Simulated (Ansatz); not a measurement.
Ag3Cl: from a trial structure to a relaxed crystal

Level of theory: Ansatz, DFT PBE, scalar-relativistic, plane waves, PAW. Cutoff 420 eV, Γ-centred k mesh, Gaussian smearing, no spin polarisation in the final step.

A relaxed cell is given with its space group left out.

```
CELL_PARAMETERS angstrom
4.25508 0.00000 0.00000
0.00000 4.25508 0.00000
0.00000 0.00000 4.25508
ATOMIC_POSITIONS crystal
Ag 0.00000 0.50000 0.50000
Ag 0.50000 0.00000 0.50000
Ag 0.50000 0.50000 0.00000
Cl 0.00000 0.00000 0.00000
```

Energies over the elements count from the elements' standard structures at the same level (Cl₂ as a molecule), with no empirical corrections.

Question: What space group does it have?

Answer: Pm-3m (No. 221). Conventional cell: a = 4.255 Å. Ag has 4 Cl at 3.01 Å and 8 Ag at 3.01 Å; around Cl lie 12 Ag at 3.01 Å.

Question: What is its formation energy per atom?

Answer: 0.03 eV/atom.

Question: Is it a metal?

Answer: Yes, bands cross the Fermi level on the 12×12×12 mesh.

The final run used a 12×12×12 mesh on its 4-atom cell and 0.10 eV smearing. For metals, differences of a few meV/atom aren't resolved. The cell came from a trial start, so Ag3Cl may not exist in this structure.

Cost: 3 runs of about 0.76 core-minutes in all, on Intel Xeon 6975P-C (Granite Rapids) (shared hosts).